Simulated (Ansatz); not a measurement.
Born–Oppenheimer molecular dynamics of AlFH3N (6 atoms, charge 0, multiplicity 1). It starts from a relaxed structure.

Method: RHF/def2-SVP in Ansatz 0.2.0.

| Quantity | Value |
| --- | --- |
| ensemble | NVE (velocity Verlet) |
| time step | 0.5 fs |
| steps asked | 500 |
| starting velocities drawn for | 300 K |
| masses | H 2.014 u |
| seed | 236866 |

Frames 2.5 fs apart, positions in Å.

Velocities at 100.0 fs (Å/ps):

```
Al 1.51 0.74 -0.09
F -1.54 -0.26 -1.32
H -19.78 -2.35 -5.15
N 1.04 -0.57 3.27
H -3.41 1.03 -2.48
H 10.28 -2.15 -1.53
```

```xyz
6
Properties=species:S:1:pos:R:3 time_fs=100.0 energy_less_start_eV=0.081 T=145
Al -0.045 0.005 -0.063
F -0.058 -0.404 1.575
H 1.346 0.346 -0.728
N -1.579 0.019 -0.913
H -2.425 -0.405 -0.561
H -1.853 0.355 -1.822
6
Properties=species:S:1:pos:R:3 time_fs=102.5 energy_less_start_eV=0.062 T=179
Al -0.041 0.006 -0.062
F -0.061 -0.405 1.571
H 1.296 0.341 -0.740
N -1.579 0.017 -0.905
H -2.429 -0.401 -0.562
H -1.817 0.351 -1.824
6
Properties=species:S:1:pos:R:3 time_fs=105.0 energy_less_start_eV=0.055 T=193
Al -0.038 0.007 -0.060
F -0.065 -0.404 1.563
H 1.258 0.340 -0.757
N -1.582 0.014 -0.899
H -2.425 -0.395 -0.553
H -1.767 0.348 -1.825
6
Properties=species:S:1:pos:R:3 time_fs=107.5 energy_less_start_eV=0.048 T=208
Al -0.037 0.008 -0.055
F -0.069 -0.404 1.554
H 1.244 0.346 -0.783
N -1.585 0.011 -0.894
H -2.425 -0.389 -0.536
H -1.710 0.346 -1.828
6
Properties=species:S:1:pos:R:3 time_fs=110.0 energy_less_start_eV=0.047 T=209
Al -0.038 0.008 -0.049
F -0.072 -0.403 1.544
H 1.254 0.359 -0.817
N -1.587 0.008 -0.888
H -2.434 -0.381 -0.519
H -1.657 0.343 -1.833
6
Properties=species:S:1:pos:R:3 time_fs=112.5 energy_less_start_eV=0.075 T=155
Al -0.040 0.008 -0.044
F -0.075 -0.403 1.535
H 1.275 0.376 -0.851
N -1.586 0.005 -0.881
H -2.446 -0.367 -0.510
H -1.615 0.333 -1.834
6
Properties=species:S:1:pos:R:3 time_fs=115.0 energy_less_start_eV=0.103 T=101
Al -0.042 0.008 -0.041
F -0.077 -0.404 1.528
H 1.292 0.391 -0.875
N -1.584 0.002 -0.875
H -2.455 -0.344 -0.515
H -1.591 0.316 -1.828
6
Properties=species:S:1:pos:R:3 time_fs=117.5 energy_less_start_eV=0.104 T=99
Al -0.044 0.009 -0.041
F -0.078 -0.405 1.524
H 1.294 0.401 -0.882
N -1.579 -0.001 -0.868
H -2.465 -0.314 -0.533
H -1.585 0.293 -1.821
6
Properties=species:S:1:pos:R:3 time_fs=120.0 energy_less_start_eV=0.080 T=145
Al -0.043 0.011 -0.044
F -0.079 -0.407 1.525
H 1.278 0.406 -0.872
N -1.573 -0.004 -0.861
H -2.480 -0.282 -0.554
H -1.593 0.269 -1.822
6
Properties=species:S:1:pos:R:3 time_fs=122.5 energy_less_start_eV=0.067 T=171
Al -0.042 0.014 -0.049
F -0.078 -0.409 1.528
H 1.250 0.407 -0.847
N -1.568 -0.006 -0.856
H -2.499 -0.250 -0.573
H -1.609 0.245 -1.829
6
Properties=species:S:1:pos:R:3 time_fs=125.0 energy_less_start_eV=0.085 T=136
Al -0.040 0.016 -0.055
F -0.077 -0.413 1.534
H 1.224 0.407 -0.816
N -1.566 -0.008 -0.855
H -2.511 -0.219 -0.583
H -1.624 0.221 -1.836
6
Properties=species:S:1:pos:R:3 time_fs=127.5 energy_less_start_eV=0.097 T=112
Al -0.038 0.019 -0.059
F -0.075 -0.416 1.541
H 1.215 0.412 -0.790
N -1.570 -0.010 -0.860
H -2.514 -0.189 -0.580
H -1.635 0.198 -1.840
```

Of the whole run (250 fs, mean temperature of the second half 151 K): The conserved energy stayed within 0.051 meV per atom of its start (net change 0.047 meV per atom), so the integration is sound. The temperature averaged 0.50 of the 300 K drawn at the start: a run that starts near a minimum puts about half its kinetic energy into the potential. A run of 0.25 ps of so small a system gives no equilibrium averages.

Run time: 5.9 min on 1 thread of Intel(R) Xeon(R) Platinum 8259CL CPU @ 2.50GHz (Skylake/Cascade Lake), with other jobs on the host, peak memory 0.11 GiB.
